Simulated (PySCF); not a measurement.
ethylene (C2H4), SMILES C=C. Atoms are numbered in the order given.

```xyz
6

C      0.0000     0.0000    -0.6628
C      0.0000     0.0000     0.6628
H      0.0000    -0.9234    -1.2322
H      0.0000     0.9234    -1.2322
H      0.0000     0.9234     1.2322
H      0.0000    -0.9234     1.2322
```

Coordinates come from a r2SCAN-D4/def2-TZVP optimisation.

Vertical ionisation energy (IE) and electron affinity (EA) in eV. Rows of orbital energies are one-electron estimates. Where ΔSCF, EOM or ADC give a negative EA the extra electron is unbound and the value depends on the basis.

```csv
level,IE,EA
"−ε(HOMO), −ε(LUMO), HF/def2-TZVPD (PySCF)",10.31,-2.23
"−ε(HOMO), −ε(LUMO), ωB97X/def2-TZVPD (PySCF)",10.33,-2.26
ADC(2)/aug-cc-pVDZ (PySCF),10.15,-0.89
```

Problem. Give the lowest 1s main lines (those of the lightest heavy element) from CVS-ADC(2)-x/aug-cc-pVDZ (PySCF, non-relativistic), with pole strengths. (An estimate is asked for; the answer gives what the named calculation found.)

Solution. 291.8 eV (1.48), 291.8 eV (1.48).

Problem. Beyond the first one, list the lowest photoelectron lines from ADC(2)/aug-cc-pVDZ (PySCF 2.14.0) with their pole strengths (two spins summed). (Estimate from the structure and the level; the computed values follow.)

Solution. 12.53 eV (1.81), 14.30 eV (1.78), 15.71 eV (1.74), 19.19 eV (1.71).
